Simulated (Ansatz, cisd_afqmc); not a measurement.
Species: F$_{2}$, charge 0, singlet. F2 (molecular fluorine, SMILES FF).
NHTBH set geometry:
```xyz
2

F      0.0000     0.0000    -0.6976
F      0.0000     0.0000     0.6976
```
Charge 0, spin multiplicity 1.

Total energies in aug-cc-pVQZ, 14 correlated electrons, 2 frozen orbitals. Open shells are spin-unrestricted; no spin-orbit coupling. Cores are frozen in correlated methods. No relativity. AFQMC is phaseless with a CISD trial state; ± is one standard error, without the phaseless bias. Outlying blocks are dropped, and bars are widened where a walk drifts. Over all cases where full CI ran beside it in this data, AFQMC minus full CI had a median of +0.1 mEh and passed +0.4 mEh in a tenth of the cases. UCISD starts from a broken-symmetry determinant. The restricted determinant of F2 (FF, singlet) is unstable towards broken spin symmetry in at least one set run.

```json
[
 {"method": "HF", "program": "Ansatz", "energy (Eh)": "-198.77109", "minus AFQMC/CISD (mEh)": "594.7 ± 0.3"},
 {"method": "MP2", "program": "Ansatz", "energy (Eh)": "-199.34490", "minus AFQMC/CISD (mEh)": "20.9 ± 0.3"},
 {"method": "CCSD", "program": "Ansatz", "energy (Eh)": "-199.34437", "minus AFQMC/CISD (mEh)": "21.4 ± 0.3"},
 {"method": "CCSD(T)", "program": "Ansatz", "energy (Eh)": "-199.36556", "minus AFQMC/CISD (mEh)": "0.3 ± 0.3"},
 {"method": "UCCSD(T)", "program": "Ansatz", "energy (Eh)": "-199.36440", "minus AFQMC/CISD (mEh)": "1.4 ± 0.3"},
 {"method": "AFQMC/CISD", "program": "cisd_afqmc", "energy (Eh)": "-199.3658 ± 0.0003", "minus AFQMC/CISD (mEh)": "0.0"},
 {"method": "AFQMC/UCISD", "program": "cisd_afqmc", "energy (Eh)": "-199.3663 ± 0.0003", "minus AFQMC/CISD (mEh)": "-0.5 ± 0.4"}
]
```

Rough core times of Ansatz's runs on a shared machine: CCSD(T) under 20 s, UCCSD(T) 20 s.

Ansatz is a quantum-chemistry and plane-wave program.
